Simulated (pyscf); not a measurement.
Four-centre exchange: H₃C–SnH₃ + water (H₂O) -> H₃C–SnH₃ + water (H₂O)

Gas phase, singlet surface, charge 0. Bonds broken: C1–H3, O9–H10. Bonds formed: C1–H10, H3–O9. Optimised with ωB97X-D3(BJ)/def2-SVP in PySCF.

Transition state (Å):

```xyz
11

C     -1.0358    -0.4642     0.2089
Sn     0.4656     0.6528    -0.8441
H     -2.3770    -0.1427     0.8345
H     -1.3768    -1.2291    -0.5099
H     -0.5064    -0.9609     1.0401
H      1.1003     1.8731     0.1811
H      1.7528    -0.3627    -1.3425
H     -0.2162     1.4010    -2.2253
O     -2.9514     0.9144     0.9827
H     -1.8679     0.7761     0.4760
H     -2.7832     1.1788     1.9016
```

One imaginary mode, 2570i cm⁻¹; descent along it reached the two sides named.

| bond | change | reactant side (Å) | saddle | product side |
|---|---|---|---|---|
| C1–H3 | breaks | 1.102 | 1.514 | 3.4 |
| O9–H10 | breaks | 0.966 | 1.204 | 2.6 |
| C1–H10 | forms | 3.9 | 1.517 | 1.133 |
| H3–O9 | forms | 2.574 | 1.212 | 0.964 |

Electronic energies relative to the separated reactants (kJ/mol):

```
level                   barrier  reaction energy  reverse barrier
----------------------  -------  ---------------  ---------------
ωB97X-D3(BJ)/def2-TZVP    309.9              0.0            309.9
PBE/def2-TZVP             261.2              0.0            261.2
r²SCAN/def2-TZVP          281.3              0.0            281.3
B3LYP-D3(BJ)/def2-TZVP    299.1              0.0            299.1
PBE0-D3(BJ)/def2-TZVP     285.9              0.0            285.9
M06-2X/def2-TZVP          302.8              0.0            302.8
ωB97M-D3(BJ)/def2-TZVP    303.8              0.0            303.8
HF/def2-TZVP              412.8              0.0            412.8
```

With ωB97M-D3(BJ)/def2-TZVP energies and thermal terms (ideal gas, 1 atm, RRHO with modes under 100 cm⁻¹ raised to 100, one conformer, R ln 2 for chiral ones without a mode under 150 cm⁻¹), in kJ/mol:

| T (K) | ΔH‡ | ΔG‡ | ΔH | ΔG |
|---|---|---|---|---|
| 298 | 286.3 | 324.8 | 0.0 | 0.0 |
| 600 | 288.2 | 363.4 | 0.0 | 0.0 |
| 900 | 292.3 | 400.1 | 0.0 | 0.0 |
| 1200 | 296.9 | 435.4 | 0.0 | 0.0 |

The same reactants have a lower exit, to H₃C–SnH₂–OH + H₂ (barrier +142.6 kJ/mol at ωB97M-D3(BJ)/def2-TZVP, against +303.8 kJ/mol here). This is the saddle that the search found; another between the same sides may lie lower. Elements past Kr carry the def2 core potentials, without spin-orbit coupling.
